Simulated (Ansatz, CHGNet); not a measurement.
Equilibrium lattice constant a of rock-salt HfC: levels of theory against measurement

Reference value: 4.638 Å (measured, temperature not stated, not corrected to a static lattice; as tabulated in Zhang et al. (2018), doi:10.1088/1367-2630/aac7f0).

| level (code) | value (Å) | difference (%) |
|---|---|---|
| CHGNet-r²SCAN | 4.634 | -0.09 |
| PBE (Ansatz) | 4.651 | +0.28 |
| r²SCAN+SOC (Ansatz) | 4.637 | -0.02 |
| r²SCANh (Ansatz) | 4.640 | +0.04 |
| Hartree–Fock (Ansatz) | 4.756 | +2.54 |

The reference's temperature isn't stated, so close values are not ranked against it. Off by more than 1.25 %, or 1.75 % on the side where a correction would as a rule narrow the miss (bounds picked here): Hartree–Fock (+2.54 %).

The measured value isn't corrected to a static lattice, so vibrations enter the comparison. A static lattice is as a rule a little smaller than the measured one.  Density-functional levels without +SOC have no spin–orbit coupling. Cutoffs and k meshes differ between the levels. Ansatz's density-functional and Hartree–Fock values are scalar-relativistic unless marked +SOC, with PAW data made under PBE.

Machine-learned potentials (CHGNet-r²SCAN) are trained on DFT data: a solid inside that data is no test of them.

Differences are worked out from the printed values.

Ansatz is an electronic-structure program.
